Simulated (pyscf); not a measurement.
Thermochemistry of product channels of F–SiH(F)–F (SMILES F[SiH](F)F) + NH₃ (SMILES N) on the singlet surface, in kcal/mol, from ωB97M-D3(BJ)/def2-TZVP energies (ideal gas, 1 atm, RRHO with modes under 100 cm⁻¹ raised to 100, one conformer, R ln 2 for chiral ones without a mode under 150 cm⁻¹). Structures and frequencies: ωB97X-D3(BJ)/def2-SVP in PySCF.

```
products                                                           ΔE  ΔH(298 K)  ΔG(600 K)  ΔG(1200 K)
---------------------------------------------------------  ----------  ---------  ---------  ----------
H₂N–Si(F)(F)–F (SMILES N[Si](F)(F)F) + H₂ (SMILES [H][H])  (withheld)      -16.5      -15.3  (withheld)
HF (SMILES F) + H₂N–SiH(F)–F (SMILES N[SiH](F)F)                +19.9      +18.9      +16.9       +13.4
```

Some entries are withheld; supply them.


- H₂N–Si(F)(F)–F (SMILES N[Si](F)(F)F) + H₂ (SMILES [H][H]), ΔE: -12.8
- H₂N–Si(F)(F)–F (SMILES N[Si](F)(F)F) + H₂ (SMILES [H][H]), ΔG(1200 K): -16.6

These are energies of the channels, which say nothing of barriers.
